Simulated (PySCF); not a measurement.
## Static response to an electric field

Species: tetrafluoroethene, C2F4.
Geometry (GFN2-xTB, Å), atoms numbered from 1 in this order:
```xyz
6
C2F4 angstrom
F     -1.607   -0.597    0.466
C     -0.630   -0.025   -0.213
F     -1.049    0.491   -1.353
C      0.631    0.026    0.205
F      1.050   -0.491    1.346
F      1.609    0.598   -0.473
```

Level: CAM-B3LYP/def2-SVPD (PySCF), static field, nuclei fixed, core orbitals frozen in the response. The polarisability tensor in these axes (au):

```
x   37.21  1.65  3.60
y    1.65 22.73 -3.09
z    3.60 -3.09 28.00
```

Question: What are the eigenvalues, a third of the trace, and Δα (Δα² = ½Σ(αi − αj)² over the three pairs)?

Answer: Principal values 20.73, 28.74 and 38.47 au; mean 29.31 au = 4.34 Å³ = 4.83 × 10⁻⁴⁰ C²·m²/J; Δα = 15.39 au (53 % of the mean).

Question: What is the dipole moment?

Answer: 0.00 D; point group D2h allows none.

Question: What are the principal values of the traceless quadrupole moment, Θ = ½Σq(3rr − r²1), about the centre of nuclear charge?

Answer: -1.69, -1.63, 3.32 D·Å. With no charge and no dipole, the values don't depend on the origin. The electronic extent ⟨r²⟩ about the same centre is 497 bohr², a root-mean-square distance of 1.70 Å for the 48 electrons.

Question: In TDDFT the mean static polarisability is Σ f/ω² over all singlet excitations (ω in hartree). How much of it do the 8 lowest give? Their energies (eV) and oscillator strengths: 6.83, 0.0153; 6.84, 0.0000; 8.07, 0.0000; 8.32, 0.4221; 9.43, 0.0000; 9.90, 0.0000; 10.44, 0.0527; 10.53, 0.0000.

Answer: They add up to 5.12 au, 17.5 % of the 29.31 au; the largest single term is 4.52 au, from the state at 8.32 eV. Terms in order: 0.24, 0.00, 0.00, 4.52, 0.00, 0.00, 0.36, 0.00 au. Higher excitations give the rest. The strengths listed sum to 0.490.

Question: Give the principal axes and the span of the nuclei along them.

Answer: Largest value along (0.95, 0.04, 0.31), where the nuclei span 2.80 Å; middle along (-0.26, -0.50, 0.83), 2.19 Å; least along (-0.19, 0.87, 0.46), 0.00 Å. The response follows the extents in order.

Question: Molar refractivity from α?

Answer: Lorentz–Lorenz: R = (4π/3)N_A α = 2.5225 cm³/(mol·Å³) × 4.34 Å³ = 11.0 cm³/mol, in the limit of long wavelengths.

Isolated species at its GFN2-xTB geometry, gas phase.
